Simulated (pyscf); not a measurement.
**Four-centre exchange: InH₃ + H₂O → HO–InH₂ + H₂**

Gas phase, singlet surface, charge 0. Bonds broken: In1–H2, O5–H6. Bonds formed: In1–O5, H2–H6. Optimised with ωB97X-D3(BJ)/def2-SVP in PySCF.

Transition state (Å):

```xyz
7

In    -0.7427    -0.7496    -0.7266
H      0.0466     0.6148     0.6580
H     -0.5314    -2.3101    -0.0702
H     -2.0089     0.0610    -1.5472
O      1.1814     0.1042    -1.2193
H      0.6950     0.5892    -0.0659
H      1.1999     0.7676    -1.9219
```

One imaginary mode, 1214i cm⁻¹; descent along it reached the two sides named, in the forms told below.

| bond | change | reactant side (Å) | saddle | product side |
|---|---|---|---|---|
| In1–H2 | breaks | 1.741 | 2.098 | 2.9 |
| O5–H6 | breaks | 0.967 | 1.342 | 2.6 |
| In1–O5 | forms | 2.407 | 2.162 | 2.007 |
| H2–H6 | forms | 2.9 | 0.972 | 0.763 |

Electronic energies relative to the separated reactants (eV):

| level | barrier | reaction energy | reverse barrier |
|---|---|---|---|
| ωB97X-D3(BJ)/def2-TZVP | 0.47 | -0.27 | 0.74 |
| PBE/def2-TZVP | 0.32 | -0.30 | 0.62 |
| r²SCAN/def2-TZVP | 0.31 | -0.33 | 0.64 |
| B3LYP-D3(BJ)/def2-TZVP | 0.46 | -0.29 | 0.75 |
| PBE0-D3(BJ)/def2-TZVP | 0.44 | -0.19 | 0.63 |
| M06-2X/def2-TZVP | 0.37 | -0.39 | 0.76 |
| ωB97M-D3(BJ)/def2-TZVP | 0.56 | -0.20 | 0.76 |
| HF/def2-TZVP | 1.13 | -0.04 | 1.17 |

With ωB97M-D3(BJ)/def2-TZVP energies and thermal terms (ideal gas, 1 atm, RRHO with modes under 100 cm⁻¹ raised to 100, one conformer, R ln 2 for chiral ones without a mode under 150 cm⁻¹), in eV:

```json
[
 {"T (K)": "298", "ΔH‡": "0.50", "ΔG‡": "0.89", "ΔH": "-0.28", "ΔG": "-0.24"},
 {"T (K)": "600", "ΔH‡": "0.50", "ΔG‡": "1.29", "ΔH": "-0.24", "ΔG": "-0.22"},
 {"T (K)": "900", "ΔH‡": "0.53", "ΔG‡": "1.68", "ΔH": "-0.20", "ΔG": "-0.23"},
 {"T (K)": "1200", "ΔH‡": "0.57", "ΔG‡": "2.05", "ΔH": "-0.17", "ΔG": "-0.24"}
]
```

On the reactant side the descent ends in an adduct with a In–O contact, 0.62 eV under the separated species and 1.09 eV under the saddle at ωB97X-D3(BJ)/def2-TZVP. What is counted as formed (In–O) is already present as a longer contact in the reactant adduct; forming that adduct is a step of its own. At the saddle there is also a short H–In contact that neither side keeps. This is the saddle that the search found; another between the same sides may lie lower. Elements past Kr carry the def2 core potentials, without spin-orbit coupling.
